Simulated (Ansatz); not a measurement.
Input for Ansatz (development build ahead of 0.2.0):

```yaml
crystal:
  periodic: [false, false, false]
  atoms:
    - { symbol: C, position_ang: [0.71565, 0.77036, 0.08571] }
    - { symbol: C, position_ang: [-0.67174, 0.80934, -0.05432] }
    - { symbol: C, position_ang: [-0.56966, -0.81108, 0.0125] }
    - { symbol: C, position_ang: [0.66802, -0.81923, -0.09209] }
    - { symbol: H, position_ang: [1.42992, 1.60207, 0.0353] }
    - { symbol: H, position_ang: [-1.4716, 1.64252, -0.07423] }
    - { symbol: H, position_ang: [-1.38313, -1.51988, 0.03609] }
    - { symbol: H, position_ang: [1.43617, -1.55923, 0.11601] }
basis:
  gaussian: { orbitals: "6-31G" }
hamiltonian:
  xc: hf
correlation:
  method: mp2
  frozen_orbitals: { C: 1, H: 0 }
```

The input is written out in the form of the current development build from the run's settings.

Results

```json
{"Converged": "yes", "Reference energy": "-153.54046 hartree", "Correlation energy": "-0.36011 hartree", "Total energy": "-153.90057 hartree", "Spin squared of the determinant": "0.000"}
```
